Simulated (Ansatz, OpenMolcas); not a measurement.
**How methods differ on SiH3OF (SMILES O[SiH2]F)**

SiH3OF: 6 atoms, total charge 0, spin state singlet. As SMILES, `O[SiH2]F`. The coordinates come from a PBE0-D4/def2-TZVP relaxation. This is one conformer, not always the lowest.

```xyz
6

O    -0.8535   -0.2092   -0.9241
Si    0.3783   -0.0093    0.1239
F     0.1808   -0.9228    1.4178
H    -1.7142    0.1502   -0.7056
H     1.5956   -0.4585   -0.5758
H     0.4551    1.3856    0.6176
```

Quantity: the energy change with the O1–Si2 bond stretched from 1.630 to 1.874 Å, in eV. The values are calculated.

| level | kind | program | value (eV) | less CCSD(T)/aug-cc-pVDZ | CPU time (all runs) |
| --- | --- | --- | --- | --- | --- |
| SVWN5/aug-cc-pVDZ (restricted) | LDA | OpenMolcas | 0.43 | +0.08 | 54 s |
| r2SCAN0/aug-cc-pVDZ (restricted) | hybrid meta-GGA | Ansatz | 0.49 | +0.14 | 31 s |
| HSE06/aug-cc-pVDZ (restricted) | range-separated hybrid | Ansatz | 0.43 | +0.08 | 18 s |
| PBE-QIDH/aug-cc-pVDZ (restricted) | double hybrid | Ansatz | 0.47 | +0.12 | 23 s |
| RPA@PBE/aug-cc-pVDZ (restricted) | RPA | Ansatz | 0.28 | -0.07 | 25 s |
| MP2/aug-cc-pVDZ (restricted) | perturbation theory | OpenMolcas | 0.35 | 0.00 | 21 s |
| CCSD(T)/aug-cc-pVDZ (restricted) | coupled cluster or CI | Ansatz | 0.35 | 0.00 | 56 s |
| CCSD/aug-cc-pVDZ (restricted) | coupled cluster or CI | Ansatz | 0.38 | +0.03 | 41 s |

CCSD(T)/aug-cc-pVDZ (restricted) is the highest level here, not the true value. The first shape isn't each level's own minimum. The values span 0.28 to 0.49 eV. In so small a basis fixed costs decide the times, and correlated methods can beat functionals. Times are those of the runs behind each value, whatever else they computed, on shared processors of several kinds: orders of magnitude only.
